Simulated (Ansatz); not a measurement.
A made-up structure of CHNS, singlet:

N1  (1.091, -0.300, 1.637)
C2  (0.419, -0.304, 0.533)
S3  (-0.536, -0.419, -1.090)
H4  (-0.973, 1.023, -1.080)
(Å)

It is relaxed with PBE-D4/def2-SVP and then PBE0-D4/def2-TZVP (Ansatz 0.2.0). Atoms count as bonded within 1.22 times the sum of their covalent radii (H–H: 0.88 Å). The end point is not checked to be a true minimum.

Task: Does its bonding change? (Judge from chemistry; the calculation decides.)

Result: The calculation gives: No: no bond forms or breaks.

Where it ends: The first stage lowers the energy by 1.13 eV in 5 steps. It ends as CHNS ([N][C][SH]):
```
atom    x (Å)    y (Å)    z (Å)
  N1   0.9739  -0.2674   1.4615
  C2   0.3737  -0.2711   0.4759
  S3  -0.4786  -0.3746  -0.9731
  H4  -0.8691   0.9131  -0.9643
```

Labels in which every atom is bracketed show which atoms are joined, not bond orders.

For scale, one of the runs: PBE0-D4/def2-TZVP relaxation, 105 basis functions, launched by `ansatz run in.yaml --threads 2 --pin off --events-out ev --progress --plain --max-ram 4352MiB`. Hardware: 2 CPU threads of an Intel Xeon Platinum 8259CL, shared host. Wall time about 11 s.
